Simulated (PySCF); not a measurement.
PySCF input (M06-2X/6-31G* (5d)):

```python
from pyscf import gto, dft

mol = gto.M(
    atom='''
    C     0.00645702    0.00137118    1.45419528
    C     0.00055087    0.00011698    0.12406297
    H     0.00482541    0.92504598    2.01974462
    H     0.01311859   -0.92123548    2.02144868
    C    -0.00871144    1.26990929   -0.67778781
    H    -0.00983323    2.15257845   -0.03893565
    H     0.86531059    1.32034450   -1.33448046
    H    -0.88895351    1.31247184   -1.32668362
    C     0.00270273   -1.27118527   -0.67544245
    H     0.00950511   -2.15264813   -0.03496206
    H    -0.87711609   -1.32285146   -1.32425130
    H     0.87714802   -1.31497880   -1.33204813
    ''',
    basis='6-31g*',
    charge=0,
    spin=0,
    verbose=4,
)

mf = dft.RKS(mol, xc='m062x')
mf.grids.level = 4
mf.conv_tol = 1e-9
mf.max_cycle = 100
mf.max_memory = 1500
mf.kernel()
if not mf.converged:
    mf = mf.newton()
    mf.kernel(mf.make_rdm1())
mf.dip_moment()
```

Task: Predict the final energy.

Result: -157.13168 Eh.
